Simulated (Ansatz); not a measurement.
Input file:

```yaml
crystal:
  periodic: [false, false, false]
  atoms:
    - {symbol: C, position_ang: [0.000003, -0.203741, 0.797438]}
    - {symbol: N, position_ang: [-0.000006, -0.103756, -0.408858]}
    - {symbol: Si, position_ang: [0.000001, -0.087034, -2.085648]}
    - {symbol: H, position_ang: [0.000003, 0.394532, 1.697068]}
basis:
  gaussian: {orbitals: cc-pVDZ}
magnetization: {spin_polarized: false}
hamiltonian: {pseudopotentials: {relativity: none}}
correlation: {method: bccd, electrons: valence}
output: {forces: true}
```

```sh
$ ansatz run in.yaml --threads 1 --pin off --events-out ev --progress --plain --max-ram 2393MiB
```

The program prints:

```
498 factors; integrals over basis functions are off by at most 1.2e-3 eV
mean field evaluation 1: about -10384.0919 eV, gradient 2.6e1 eV
mean field evaluation 2: about -10384.0952 eV, gradient 2.6e1 eV
mean field evaluation 4: about -10386.3851 eV, gradient 2.8e0 eV
mean field evaluation 8: about -10386.4596 eV, gradient 1.1e-1 eV
mean field evaluation 16: about -10386.4452 eV, gradient 8.9e-1 eV
mean field evaluation 32: about -10385.3567 eV, gradient 1.3e-3 eV
mean field evaluation 64: about -10385.3567 eV, gradient 5.5e-3 eV
mean field -10386.45973066 eV, -381.6953549066 hartree, gradient 1.1e-6 eV, S^2 0.000000; 6 other end points of the search recorded, 0 dependent functions left out; unrestricted orbitals would lower it
determinant -10386.45973066 eV, -381.6953549066 hartree, with singles and doubles -10397.13410845 eV, -382.0876310549 hartree
determinant -10385.35672540 eV, -381.6548202109 hartree, with singles and doubles -10396.17298163 eV, -382.0523102957 hartree
7 core orbitals not correlated: weight in the atoms' cores, before any rotation towards them, 1.000 or more for the frozen orbitals, at most 0.000 for the correlated occupied ones
reference -10386.45973066 eV, -381.6953549066 hartree; 7, 7 occupied and 37, 37 virtual orbitals, 498 factors
second order -10.04805644 eV of doubles, -0.00000000 eV of singles
cycle   1  -10.62742218 eV  change    4.7e-2 eV  update   9.8e-3
cycle   2  -10.64329910 eV  change   -1.6e-2 eV  update   3.7e-3
cycle   3  -10.64169479 eV  change    1.6e-3 eV  update   2.2e-3
cycle   4  -10.63983794 eV  change    1.9e-3 eV  update   1.4e-3
cycle   5  -10.64125963 eV  change   -1.4e-3 eV  update   6.0e-4
cycle   6  -10.64173160 eV  change   -4.7e-4 eV  update   3.1e-4
cycle   7  -10.64165971 eV  change    7.2e-5 eV  update   1.3e-4
cycle   8  -10.64164536 eV  change    1.4e-5 eV  update   5.7e-5
cycle   9  -10.64164632 eV  change   -9.6e-7 eV  update   2.6e-5
cycle  10  -10.64164568 eV  change    6.4e-7 eV  update   1.3e-5
cycle  11  -10.64164752 eV  change   -1.8e-6 eV  update   6.5e-6
cycle  12  -10.64165213 eV  change   -4.6e-6 eV  update   3.2e-6
cycle  13  -10.64165196 eV  change    1.7e-7 eV  update   1.3e-6
cycle  14  -10.64165162 eV  change    3.4e-7 eV  update   4.0e-7
WARN: the results are in doubt because among natural orbitals full CI differs from the method by -0.124 eV
the calculation of the forces begins
mean field evaluation 96: about -10386.4597 eV, gradient 1.1e-6 eV
Total energy: -10397.10138228 eV, -382.0864283903 hartree
Atom 0 at     0.000003    -0.203741     0.797438 Å, force     0.000021    -1.920507     1.415846 eV/Å
Atom 1 at    -0.000006    -0.103756    -0.408858 Å, force    -0.000006     0.866321    -0.312699 eV/Å
Atom 2 at     0.000001    -0.087034    -2.085648 Å, force    -0.000003     0.008376    -1.168901 eV/Å
Atom 3 at     0.000003     0.394532     1.697068 Å, force    -0.000012     1.045811     0.065754 eV/Å
Dipole moment:    -0.000000     0.184439     0.212179 e Å
In doubt: among natural orbitals full CI differs from the method by -0.124 eV
```

Forces (eV/Å):
```
C    0.000 -1.921  1.416
N    0.000  0.866 -0.313
Si   0.000  0.008 -1.169
H    0.000  1.046  0.066
```

Ran on 1 thread of Intel Xeon, shared host: 10 s wall, 0.22 GiB peak host memory.
